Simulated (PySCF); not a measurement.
# C₂H₂: excited-state relaxation, vibronic structure

Aim: compute the excited-state relaxation, vibronic structure of C₂H₂ (`C#C`).

Computed with PySCF 2.14.0 and routines of our own; the level stands in each step. Atoms count from 0.

## 1. The system as given

4 atoms, charge 0, multiplicity 1; geometry from: GFN2-xTB.

## 2. Relaxing the molecule at PBE/def2-TZVP

What the job is given:

```
{"job": {"xc": "PBE", "basis": "def2-TZVP", "grid": 1, "kind": "geom"}, "charge": 0, "multiplicity": 1}
C      0.539611    -0.005575     0.577130
C     -0.534464     0.007856     0.056156
H      1.484013    -0.017299     1.035275
H     -1.478926     0.019791    -0.401860
```

Started as:

```
$ OMP_NUM_THREADS=1 python excited_run.py task.json out
```

This one command runs all jobs of the session in turn.

The log of the run:

```text
step   0  E = -77.25023368  max force = 0.015048
step   1  E = -77.25124940  max force = 0.003806
step   2  E = -77.25125596  max force = 0.000053
optimisation converged
```

Run time: 2.5 s. Hardware: 1 thread of AMD EPYC 7R13, shared host; peak memory 0.28 GiB.

Step by step:

| step | energy from step 0 (eV) | largest force component (eV/Å) |
| --- | --- | --- |
| 0 | 0.0000 | 0.7738 |
| 1 | -0.0276 | 0.1957 |
| 2 | -0.0278 | 0.0027 |

Close pairs (by a distance rule), those that changed most:

| bond | before (Å) | after (Å) | change (Å) |
| --- | --- | --- | --- |
| C1–H3 | 1.050 | 1.071 | +0.021 |
| C0–H2 | 1.050 | 1.071 | +0.021 |
| C0–C1 | 1.194 | 1.208 | +0.014 |

The next job starts from the end point, and lists it.

| at the end point | value |
| --- | --- |
| point group (found at 0.08 Å tolerance) | Dinfh |
| rotational constants (GHz, main isotopes) | 35.083, 35.083 |
| dipole moment (D) | 0.00 |

## 3. Excited-state relaxation: TDDFT PBE/def2-TZVP

What the job is given:

```
{"job": {"kind": "xopt", "state": "S1", "method": "TDDFT", "freq": true, "xc": "PBE", "basis": "def2-TZVP", "grid": 1}, "charge": 0, "multiplicity": 1}
C      0.546231    -0.005568     0.578591
C     -0.541922     0.008270     0.054916
H      1.510733    -0.017728     1.044093
H     -1.506449     0.020477    -0.410562
```

Method: TDDFT PBE/def2-TZVP excited-state geometry optimisation, gas phase.

The log of the run:

```text
final grid: 15304 points
cycle   1  E = -77.2065474116  dE =  9.964e-02  |g| = 4.120e-01  |ddm| = 1.711e+00
cycle   2  E = -77.1754911925  dE =  3.106e-02  |g| = 5.215e-01  |ddm| = 5.851e-01
cycle   3  E = -77.2511443884  dE = -7.565e-02  |g| = 2.060e-02  |ddm| = 3.348e-01
cycle   4  E = -77.2512544179  dE = -1.100e-04  |g| = 2.713e-03  |ddm| = 1.802e-02
cycle   5  E = -77.2512559493  dE = -1.531e-06  |g| = 2.059e-04  |ddm| = 2.570e-03
cycle   6  E = -77.2512559252  dE =  2.403e-08  |g| = 3.729e-04  |ddm| = 2.782e-04
cycle   7  E = -77.2512559604  dE = -3.511e-08  |g| = 6.210e-05  |ddm| = 2.104e-04
cycle   8  E = -77.2512559614  dE = -1.027e-09  |g| = 5.713e-07  |ddm| = 3.851e-05
cycle   9  E = -77.2512559614  dE =  2.842e-13  |g| = 2.506e-08  |ddm| = 1.143e-06
converged SCF energy = -77.2512559614

vertical S1 at the ground-state geometry: 6.8707 eV
step    E(state)/Eh    max force   excitation/eV  root
  0     -76.99370398   0.219490     6.9987      1
  1     -77.02149266   0.023797     5.7635      1
  2     -77.02308870   0.018933     5.6196      1
  3     -77.02739929   0.032878     5.4315      1
  4     -77.03964178   0.045308     5.0616      1
  5     -77.05847336   0.040913     4.3496      1
  6     -77.04358126   0.033201     2.2765      1
  7     -77.06967104   0.011857     2.8621      1
  8     -77.07101246   0.003350     3.0103      1
  9     -77.07118319   0.000552     3.0829      1
 10     -77.07118578   0.000418     3.0941      1
optimisation converged
vertical emission 3.0941 eV, adiabatic 4.9000 eV, Stokes shift 3.7766 eV, reorganisation 1.9707 (excited) and 1.8059 eV (ground)
in toluene: absorption 6.9113 eV (f = 0.0000, root 1), emission 3.1087 eV (f = 0.0073, root 1)
in acetonitrile: absorption 6.9602 eV (f = 0.0000, root 1), emission 3.1253 eV (f = 0.0097, root 1)
zero-point change -0.0800 eV, 0-0 energy 4.8200 eV
frequencies of the excited state (cm-1): 820 933 1076 1401 2914 2937
```

Run time: 56 s. Hardware: 1 thread of AMD EPYC 7R13, shared host; peak memory 0.31 GiB.

From this job:

| quantity | value |
| --- | --- |
| vertical absorption, S1 | 6.87 eV |
| adiabatic energy, S1 | 4.90 eV |
| vertical emission, S1 | 3.09 eV |
| Stokes shift, S1 | 3.78 eV |
| geometry moved (RMSD), S1 | 0.500 Å |

Bonds of the start that changed most:

| bond | start (Å) | end (Å) |
| --- | --- | --- |
| C0–C1 | 1.208 | 1.376 |
| C0–H2 | 1.071 | 1.108 |
| C1–H3 | 1.071 | 1.108 |

## 4. Excited-state relaxation: UKS PBE/def2-TZVP

What the job is given:

```
{"job": {"kind": "xopt", "state": "T1", "method": "UKS", "freq": true, "xc": "PBE", "basis": "def2-TZVP", "grid": 1}, "charge": 0, "multiplicity": 1}
C      0.546231    -0.005568     0.578591
C     -0.541922     0.008270     0.054916
H      1.510733    -0.017728     1.044093
H     -1.506449     0.020477    -0.410562
```

Method: UKS PBE/def2-TZVP excited-state geometry optimisation, gas phase.

The log of the run:

```text
final grid: 15304 points
cycle   1  E = -77.2065474116  dE =  9.964e-02  |g| = 4.120e-01  |ddm| = 1.711e+00
cycle   2  E = -77.1754911925  dE =  3.106e-02  |g| = 5.215e-01  |ddm| = 5.851e-01
cycle   3  E = -77.2511443884  dE = -7.565e-02  |g| = 2.060e-02  |ddm| = 3.348e-01
cycle   4  E = -77.2512544179  dE = -1.100e-04  |g| = 2.713e-03  |ddm| = 1.802e-02
cycle   5  E = -77.2512559493  dE = -1.531e-06  |g| = 2.059e-04  |ddm| = 2.570e-03
cycle   6  E = -77.2512559252  dE =  2.403e-08  |g| = 3.729e-04  |ddm| = 2.782e-04
cycle   7  E = -77.2512559604  dE = -3.511e-08  |g| = 6.210e-05  |ddm| = 2.104e-04
cycle   8  E = -77.2512559614  dE = -1.027e-09  |g| = 5.713e-07  |ddm| = 3.851e-05
cycle   9  E = -77.2512559614  dE =  2.842e-13  |g| = 2.506e-08  |ddm| = 1.143e-06
converged SCF energy = -77.2512559614

vertical T1 at the ground-state geometry: 5.6603 eV
step    E(state)/Eh    max force   <S^2>
  0     -77.03789350   0.235470    2.0060
  1     -77.07439274   0.029213    2.0058
  2     -77.08282595   0.034830    2.0049
  3     -77.09322351   0.027084    2.0040
  4     -77.07477616   0.065151    2.0033
  5     -77.09256642   0.024637    2.0039
  6     -77.09316051   0.011568    2.0039
  7     -77.09334058   0.001053    2.0039
  8     -77.09334442   0.000195    2.0039
optimisation converged
vertical emission 2.4506 eV, adiabatic 4.2970 eV, Stokes shift 3.2097 eV, reorganisation 1.3633 (excited) and 1.8464 eV (ground)
zero-point change -0.0852 eV, 0-0 energy 4.2118 eV
frequencies of the excited state (cm-1): 791 804 1076 1386 2963 2975
```

Run time: 35 s. Hardware: 1 thread of AMD EPYC 7R13, shared host; peak memory 0.31 GiB.

Key values:

| quantity | value |
| --- | --- |
| vertical gap at the ground-state geometry, T1 | 5.66 eV |
| adiabatic energy, T1 | 4.30 eV |
| vertical gap at the relaxed geometry, T1 | 2.45 eV |
| difference of the two gaps, T1 | 3.21 eV |
| geometry moved (RMSD), T1 | 0.501 Å |

Bonds of the start that changed most:

| bond | start (Å) | end (Å) |
| --- | --- | --- |
| C0–C1 | 1.208 | 1.381 |
| C1–H3 | 1.071 | 1.105 |
| C0–H2 | 1.071 | 1.105 |

## 5. Excited-state relaxation: TDA PBE/def2-TZVP

What the job is given:

```
{"job": {"kind": "xopt", "state": "T1", "method": "TDA", "xc": "PBE", "basis": "def2-TZVP", "grid": 1}, "charge": 0, "multiplicity": 1}
C      0.546231    -0.005568     0.578591
C     -0.541922     0.008270     0.054916
H      1.510733    -0.017728     1.044093
H     -1.506449     0.020477    -0.410562
```

Method: TDA PBE/def2-TZVP excited-state geometry optimisation, gas phase.

The log of the run:

```text
final grid: 15304 points
cycle   1  E = -77.2065474116  dE =  9.964e-02  |g| = 4.120e-01  |ddm| = 1.711e+00
cycle   2  E = -77.1754911925  dE =  3.106e-02  |g| = 5.215e-01  |ddm| = 5.851e-01
cycle   3  E = -77.2511443884  dE = -7.565e-02  |g| = 2.060e-02  |ddm| = 3.348e-01
cycle   4  E = -77.2512544179  dE = -1.100e-04  |g| = 2.713e-03  |ddm| = 1.802e-02
cycle   5  E = -77.2512559493  dE = -1.531e-06  |g| = 2.059e-04  |ddm| = 2.570e-03
cycle   6  E = -77.2512559252  dE =  2.403e-08  |g| = 3.729e-04  |ddm| = 2.782e-04
cycle   7  E = -77.2512559604  dE = -3.511e-08  |g| = 6.210e-05  |ddm| = 2.104e-04
cycle   8  E = -77.2512559614  dE = -1.027e-09  |g| = 5.713e-07  |ddm| = 3.851e-05
cycle   9  E = -77.2512559614  dE =  2.842e-13  |g| = 2.506e-08  |ddm| = 1.143e-06
converged SCF energy = -77.2512559614

vertical T1 at the ground-state geometry: 5.4218 eV
step    E(state)/Eh    max force   excitation/eV  root
  0     -77.04662954   0.232744     5.5585      1
  1     -77.07630837   0.035985     4.3304      1
  2     -77.07810530   0.015086     4.1104      1
  3     -77.08268069   0.024816     3.5821      1
  4     -77.08930327   0.025792     3.6287      1
  5     -77.06695130   0.160847     3.0408      1
  6     -77.09850457   0.024391     3.1706      1
  7     -77.09932683   0.015209     3.1694      1
  8     -77.09956580   0.006478     3.1216      1
  9     -77.09965001   0.001996     3.0698      1
 10     -77.09966872   0.000373     3.0426      1
 11     -77.09967011   0.000204     3.0391      1
optimisation converged
vertical emission 3.0391 eV, adiabatic 4.1249 eV, Stokes shift 2.3827 eV, reorganisation 1.2969 (excited) and 1.0857 eV (ground)
```

Wall time 14 s (1 thread of AMD EPYC 7R13, shared host); peak memory 0.31 GiB.

Key values:

| quantity | value |
| --- | --- |
| vertical gap at the ground-state geometry, T1 | 5.42 eV |
| adiabatic energy, T1 | 4.12 eV |
| vertical gap at the relaxed geometry, T1 | 3.04 eV |
| difference of the two gaps, T1 | 2.38 eV |
| geometry moved (RMSD), T1 | 0.393 Å |

Bonds of the start that changed most:

| bond | start (Å) | end (Å) |
| --- | --- | --- |
| C0–C1 | 1.208 | 1.335 |
| C0–H2 | 1.071 | 1.092 |
| C1–H3 | 1.071 | 1.092 |

## 6. Vibronic structure: TDDFT PBE/def2-TZVP

What the job is given:

```
{"job": {"kind": "vib", "tda": false, "freq": true, "xc": "PBE", "basis": "def2-TZVP", "grid": 1}, "charge": 0, "multiplicity": 1}
C      0.546231    -0.005568     0.578591
C     -0.541922     0.008270     0.054916
H      1.510733    -0.017728     1.044093
H     -1.506449     0.020477    -0.410562
```

Method: TDDFT PBE/def2-TZVP vertical-gradient vibronic structure (displaced harmonic oscillators, Condon), gas phase.

The log of the run:

```text
final grid: 15304 points
cycle   1  E = -77.2065474116  dE =  9.964e-02  |g| = 4.120e-01  |ddm| = 1.711e+00
cycle   2  E = -77.1754911925  dE =  3.106e-02  |g| = 5.215e-01  |ddm| = 5.851e-01
cycle   3  E = -77.2511443884  dE = -7.565e-02  |g| = 2.060e-02  |ddm| = 3.348e-01
cycle   4  E = -77.2512544179  dE = -1.100e-04  |g| = 2.713e-03  |ddm| = 1.802e-02
cycle   5  E = -77.2512559493  dE = -1.531e-06  |g| = 2.059e-04  |ddm| = 2.570e-03
cycle   6  E = -77.2512559252  dE =  2.403e-08  |g| = 3.729e-04  |ddm| = 2.782e-04
cycle   7  E = -77.2512559604  dE = -3.511e-08  |g| = 6.210e-05  |ddm| = 2.104e-04
cycle   8  E = -77.2512559614  dE = -1.027e-09  |g| = 5.713e-07  |ddm| = 3.851e-05
cycle   9  E = -77.2512559614  dE =  2.842e-13  |g| = 2.506e-08  |ddm| = 1.143e-06
converged SCF energy = -77.2512559614

Singlet excitations (eV, f): 6.871 (0.0000)  7.056 (0.0000)  7.056 (0.0000)  8.390 (0.0000)  8.390 (0.0000)  9.116 (0.0006)

State S1  6.8707 eV  f = 0.00000  H->L 0.43, H-1->L+1 0.43
  relaxed dipole 0.000 D, largest gradient of the excitation energy 0.1901 Eh/bohr
  mode    cm-1        S   lambda/meV  Raman
    5   2010.8    2.0638     514.5   1.000
    7   3445.0    0.1162      49.6   0.165
  reorganisation energy 0.5642 eV, total S 2.180, 0-0 6.3065 eV
  absorption maximum 6.804 eV, width 0.530 eV

State T1  5.4218 eV  f = 0.00000  H-1->L 0.43, H->L+1 0.43
  relaxed dipole 0.000 D, largest gradient of the excitation energy 0.2027 Eh/bohr
  mode    cm-1        S   lambda/meV  Raman
    5   2010.8    2.3329     581.6   1.000
    7   3445.0    0.1351      57.7   0.170
  reorganisation energy 0.6393 eV, total S 2.468, 0-0 4.7825 eV
  absorption maximum 5.281 eV, width 0.529 eV
```

Wall time 1.5 s (1 thread of AMD EPYC 7R13, shared host); peak memory 0.32 GiB.

## 7. Summary of results

| quantity | value |
| --- | --- |
| point group | Dinfh |
| rotational constants (main isotopes) | 35.08, 35.08 GHz |
| vertical absorption, S1 (step 3, TDDFT PBE/def2-TZVP) | 6.87 eV |
| adiabatic energy, S1 (step 3, TDDFT PBE/def2-TZVP) | 4.90 eV |
| vertical emission, S1 (step 3, TDDFT PBE/def2-TZVP) | 3.09 eV |
| Stokes shift, S1 (step 3, TDDFT PBE/def2-TZVP) | 3.78 eV |
| vertical gap at the ground-state geometry, T1 (step 4, UKS PBE/def2-TZVP) | 5.66 eV |
| adiabatic energy, T1 (step 4, UKS PBE/def2-TZVP) | 4.30 eV |
| vertical gap at the relaxed geometry, T1 (step 4, UKS PBE/def2-TZVP) | 2.45 eV |
| difference of the two gaps, T1 (step 4, UKS PBE/def2-TZVP) | 3.21 eV |
| vertical gap at the ground-state geometry, T1 (step 5, TDA PBE/def2-TZVP) | 5.42 eV |
| adiabatic energy, T1 (step 5, TDA PBE/def2-TZVP) | 4.12 eV |
| vertical gap at the relaxed geometry, T1 (step 5, TDA PBE/def2-TZVP) | 3.04 eV |
| difference of the two gaps, T1 (step 5, TDA PBE/def2-TZVP) | 2.38 eV |
| S1: vertical, reorganisation, 0-0, total S (step 6, TDDFT PBE/def2-TZVP, modes from PBE/def2-TZVP) | 6.87, 0.56, 6.31 eV; 2.2 |
| T1: vertical, reorganisation, 0-0, total S (step 6, TDA PBE/def2-TZVP, modes from PBE/def2-TZVP) | 5.42, 0.64, 4.78 eV; 2.5 |

Over 2 steps the energy fell by 0.028 eV; of the close pairs, C1–H3 changed most, 1.050 to 1.071 Å. In steps 3, 4, 5 the harmonic model is doubtful. In step 3 (excited-state relaxation), among the bonds C0–C1 changes most, from 1.208 to 1.376 Å. The atoms move far more than that, so angles or torsions carry the main change. In step 4 (excited-state relaxation), among the bonds C0–C1 changes most, from 1.208 to 1.381 Å. In step 5 the driver flags a change of the state's leading configuration on relaxing; where it is real, start and end values belong to different states. Where no frequencies were run, the relaxed excited state may be a saddle. In step 5 (excited-state relaxation), among the bonds C0–C1 changes most, from 1.208 to 1.335 Å. The vibronic model keeps the ground-state modes and shifts them along the gradient alone, so it can miss much of the relaxation that a full optimisation finds. ΔSCF (UKS) and response values aren't on one footing and may follow different states, so their differences aren't method errors alone, and singlets and triplets from the two don't rank.
